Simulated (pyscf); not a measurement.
1,1-elimination: `[Cl][SiH2][Cl]` -> `[ClH]` + `[SiH][Cl]` [singlet]

Gas phase, singlet surface, charge 0. Bonds broken: Cl1–Si2, Si2–H4. Bonds formed: Cl1–H4. Optimised with ωB97X-D3(BJ)/def2-SVP in PySCF. Correlated levels are frozen-core, on RHF or UHF. ΔMP2 is the change of the MP2 total energy from the triple- to the quadruple-zeta basis.

Transition state (Å):

```xyz
5

Cl     0.0825     1.0960     0.3970
Si    -1.9318    -0.4062     0.3251
Cl    -1.3070    -2.0080    -0.8144
H     -1.3813     1.1372    -0.0719
H     -1.7768    -0.8865     1.7361
```

One imaginary mode, 1130i cm⁻¹; descent along it reached the two sides named, in the forms told below.

| bond | change | reactant side (Å) | saddle | product side |
|---|---|---|---|---|
| Cl1–Si2 | breaks | 2.052 | 2.514 | 2.8 |
| Si2–H4 | breaks | 1.479 | 1.686 | 3.2 |
| Cl1–H4 | forms | 2.9 | 1.538 | 1.287 |

Electronic energies relative to the reactant's lowest minimum found (kJ/mol):

| level | barrier | reaction energy | reverse barrier |
|---|---|---|---|
| ωB97X-D3(BJ)/def2-TZVP | 328.4 | +313.2 | 15.2 |
| PBE/def2-TZVP | 262.3 | +280.2 | -17.9 |
| r²SCAN/def2-TZVP | 291.8 | +309.9 | -18.2 |
| B3LYP-D3(BJ)/def2-TZVP | 293.1 | +286.3 | 6.8 |
| PBE0-D3(BJ)/def2-TZVP | 295.8 | +301.2 | -5.4 |
| M06-2X/def2-TZVP | 313.5 | +292.7 | 20.8 |
| ωB97M-D3(BJ)/def2-TZVP | 311.4 | +285.2 | 26.2 |
| HF/def2-TZVP | 383.2 | +290.9 | 92.3 |
| MP2/def2-QZVPP | 322.4 | +311.0 | 11.5 |
| CCSD/def2-TZVPP | 327.4 | +281.8 | 45.6 |
| CCSD(T)/def2-TZVPP | 313.7 | +283.1 | 30.7 |
| CCSD(T)/def2-TZVPP + ΔMP2(QZVPP) | 313.7 | +288.2 | 25.6 |

With CCSD(T)/def2-TZVPP + ΔMP2(QZVPP) energies and thermal terms (ideal gas, 1 atm, RRHO with modes under 100 cm⁻¹ raised to 100, one conformer, R ln 2 for rigid chiral ones), in kJ/mol:

| T (K) | ΔH‡ | ΔG‡ | ΔH | ΔG |
|---|---|---|---|---|
| 298 | 300.1 | 295.3 | +278.1 | +232.9 |
| 600 | 300.2 | 290.4 | +278.2 | +186.7 |
| 900 | 299.5 | 285.6 | +276.0 | +141.4 |
| 1200 | 298.2 | 281.2 | +272.9 | +97.0 |

On the product side the descent ends in a complex, 29.1 kJ/mol under the separated species and 44.3 kJ/mol under the saddle at ωB97X-D3(BJ)/def2-TZVP. At PBE, r²SCAN, PBE0-D3(BJ) the saddle lies under the separated products, which points to a path from their complex (located at ωB97X-D3(BJ) alone), and parting the products costs more than the saddle. One saddle was located; it need not be the lowest between these sides. The CCSD(T) − MP2 part came from Ansatz, without density fitting, on the same reference.
